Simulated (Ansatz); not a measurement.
The same path of CH5N2 (8 atoms, charge 1, multiplicity 1) was run 3 times with different band settings. The coordinate that changes most is the dihedral N1–C2–N3–H7.

Computed with Ansatz, RKS LDA/def2-SVP.

Relaxed end points:

```xyz
8
Properties=species:S:1:pos:R:3
N -0.531 0.794 -0.690
C -0.032 0.207 0.368
N 0.557 -0.961 0.392
H -0.507 0.377 -1.631
H -0.975 1.717 -0.604
H -0.114 0.750 1.331
H 0.917 -1.337 1.278
H 0.685 -1.546 -0.446
```

```xyz
8
Properties=species:S:1:pos:R:3
N -0.531 0.794 -0.690
C -0.032 0.207 0.368
N 0.557 -0.961 0.392
H -0.507 0.377 -1.631
H -0.975 1.717 -0.604
H -0.114 0.750 1.331
H 0.685 -1.547 -0.445
H 0.917 -1.337 1.279
```

Common settings: movable images 9; spring 5.0 eV/Å²; start path IDPP; force threshold 0.05 eV/Å; iteration limit 60; end points relaxed.

| run | climbing image | optimiser | largest step |
| --- | --- | --- | --- |
| 1 | yes | quadratic models (default) | default |
| 2 | from the first iteration | lbfgs | default |
| 3 | yes | lbfgs | 0.02 Å |

Problem. What does each run give, and how far can it be trusted?

Solution. Run 1: converged after 7 iterations, highest image 1.273 eV above the first end. A vibrational analysis at the climbing image gives one clearly imaginary mode, 748i cm⁻¹: a first-order saddle point.
Run 2: converged after 35 iterations, highest image 1.273 eV above the first end. Another band between the same ends (9 images) ends at a top of the same energy, where a vibrational analysis finds 1 clearly imaginary mode.
Run 3: converged after 42 iterations, highest image 1.274 eV above the first end. Another band between the same ends (9 images) ends at a top of the same energy, where a vibrational analysis finds 1 clearly imaginary mode.
Limits of this set-up: the dipole of an ion depends on the origin.
